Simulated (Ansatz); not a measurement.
C$_{3}$H$_{5}$NO (`COC1=NC1`), relaxed with RKS PBE-D4/def2-SVP in the Gaussian-basis code of Ansatz from a rough embedded geometry. The force threshold is 0.03 eV/Å; the program also tests the step.

The species carries charge 0 and has multiplicity 1.

Start:

```xyz
10

C     1.285   -0.818   -0.807
O     0.713    0.452   -0.439
C    -0.365    0.274    0.247
N    -1.230   -0.598    0.766
C    -1.354    1.077    0.827
H     2.246   -0.531   -1.347
H     1.590   -1.339    0.109
H     0.643   -1.366   -1.406
H    -2.252    1.418    0.230
H    -1.275    1.430    1.821
```

(1) How much energy does the relaxation release, and in how many steps? (Best estimate.)

(2) Which bonds change most? (Estimate.)

(3) Give the relaxed structure. (An estimate is asked.)

## Answers

(1) Ansatz gave: 12.34 kcal/mol, in 7 steps, 1 of them rejected.

(2) Ansatz gave: N4–C5 from 1.681 to 1.578 Å; C1–H8 from 1.034 to 1.109 Å; C3–N4 from 1.333 to 1.269 Å; C5–H10 from 1.058 to 1.107 Å.

(3) The calculation gave: 
```xyz
10

C     1.347   -0.817   -0.806
O     0.755    0.455   -0.472
C    -0.367    0.351    0.216
N    -1.151   -0.512    0.715
C    -1.454    1.029    0.867
H     2.270   -0.592   -1.369
H     1.587   -1.387    0.115
H     0.652   -1.417   -1.429
H    -2.307    1.427    0.285
H    -1.332    1.462    1.878
```
